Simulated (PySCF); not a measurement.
**Bond curve of BP⁻**

Set-up: PySCF, no relativity, basis sets B aug-cc-pVDZ, P aug-cc-pV(D+d)Z. Energies in eV from B + P⁻ in their ground configurations at the same level. State: ²Σ⁺ (doublet), unpaired electrons σ ↑.

All columns are PBE0. A positive dipole points towards P; it is taken about the centre of mass and depends on that origin.

```csv
R (Å),E (eV),μ (D),Mulliken charge on B (basis-dependent),HOMO (eV),LUMO (eV),Mayer bond order,⟨S²⟩
1.471,-4.040,0.98,-1.20,-0.96,2.88,2.55,0.77
1.539,-4.789,0.95,-1.03,-0.88,2.74,2.60,0.77
1.607,-5.207,0.92,-0.90,-0.79,2.60,2.61,0.77
1.659,-5.356,0.91,-0.81,-0.73,2.49,2.60,0.77
1.710,-5.395,0.90,-0.74,-0.69,2.38,2.59,0.78
1.761,-5.349,0.90,-0.68,-0.64,2.27,2.57,0.78
1.830,-5.188,0.90,-0.61,-0.60,2.13,2.53,0.78
1.915,-4.877,0.90,-0.54,-0.55,1.96,2.48,0.79
2.018,-4.410,0.89,-0.49,-0.50,1.77,2.39,0.79
2.155,-3.730,0.87,-0.44,-0.45,1.57,2.26,0.80
```

A fit through these points gives, at Re = 1.706 Å, μ = 0.90 D and dμ/dR = -0.133 D/Å; the reduced mass is 8.122 u.

Q: How strong is the fundamental in the double-harmonic approximation, I = 42.26·(dμ/dR)²/μred km/mol?

A: I = 42.26·(-0.133)²/8.122 = 0.0920 km/mol at PBE0.

For an ion De counts to the pair picked by the measured ionisation energies or electron affinities, which need not be the lowest pair at this level. The state was picked by a PBE0 search and need not be the measured ground state.
